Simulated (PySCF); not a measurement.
# BO: from the state search to spectroscopic constants

One job finds the state of BO, follows it along the bond with each method and fits the curves.

The runs use PySCF 2.14.0; B x2c-TZVPPall, O x2c-TZVPPall, spin-free X2C with a Gaussian nucleus.

## 1. The job

A driver script around PySCF takes these settings:

```json
{
 "atoms": "B, O",
 "charge": "0",
 "basis": "B x2c-TZVPPall, O x2c-TZVPPall",
 "Hamiltonian": "spin-free X2C with a Gaussian nucleus",
 "basis functions": "62",
 "electrons treated": "13",
 "masses in u": "11.0093, 15.9949",
 "levels": "PBE0, PBE, r²SCAN, B97-3, BLYP, TPSS, BHandHLYP, ωB97M-V, HF, MP2, SCS-MP2, CCSD, CCSD(T)",
 "grid": "80 radial by 434 angular points",
 "occupations": "held fixed by the projection of orbital angular momentum",
 "dissociation limit": "B + O, each in its ground configuration",
 "starting distance in angstrom": "1.415",
 "values of 2S to try": "1, 3"
}
```

Launch:

```sh
OMP_NUM_THREADS=1 python dia.py task.json out
```

Further steps of the session: First curve: PBE0; Other states along the same grid; PBE (GGA); r²SCAN (meta-GGA); B97-3 (global hybrid GGA); BLYP (GGA); TPSS (meta-GGA); BHandHLYP (global hybrid GGA); ωB97M-V (range-separated hybrid); UHF (mean field); MP2 and coupled cluster.

**Question.** What will these runs give? Wanted: for each run, Re; ωe; De; μ.

**Answer**, as computed:

Lowest PBE0 solution found, without spin–orbit coupling: ²Σ⁺ (doublet), unpaired electrons σ ↑. State 2 has its PBE0 minimum 5.54 eV higher. The other levels ran on the lowest alone.

| level | Re (Å) | ωe (cm⁻¹) | De (eV) | μ (D) |
| --- | --- | --- | --- | --- |
| UHF | 1.181 | 2076 | 5.80 | -2.79 |
| UHF-MP2 | 1.212 | 1905 | 8.81 | n/a |
| UHF-SCS-MP2 | 1.208 | 1940 | 8.41 | n/a |
| UHF-CCSD | 1.205 | 1925 | 7.83 | n/a |
| UHF-CCSD(T) | 1.213 | 1872 | 8.10 | n/a |
| PBE | 1.214 | 1843 | 8.97 | -2.15 |
| BLYP | 1.215 | 1832 | 8.69 | -2.21 |
| TPSS | 1.213 | 1844 | 8.38 | -2.18 |
| r²SCAN | 1.206 | 1895 | 8.71 | -2.31 |
| PBE0 | 1.200 | 1934 | 8.44 | -2.36 |
| B97-3 | 1.201 | 1934 | 8.44 | -2.34 |
| BHandHLYP | 1.188 | 2006 | 7.77 | -2.58 |
| ωB97M-V | 1.201 | 1933 | 8.40 | -2.41 |

De is counted to B + O in their ground configurations. A positive dipole means B(−)O(+).

In words: The methods spread over 0.033 Å in bond length, from UHF to BLYP. Among the levels with a De in the table, it runs from 5.80 eV (UHF) to 8.97 eV (PBE).

Correlated steps freeze 2 core orbitals. T1 is 0.029 near the minimum (highest on the curve 0.055), which may point to more than one leading configuration.
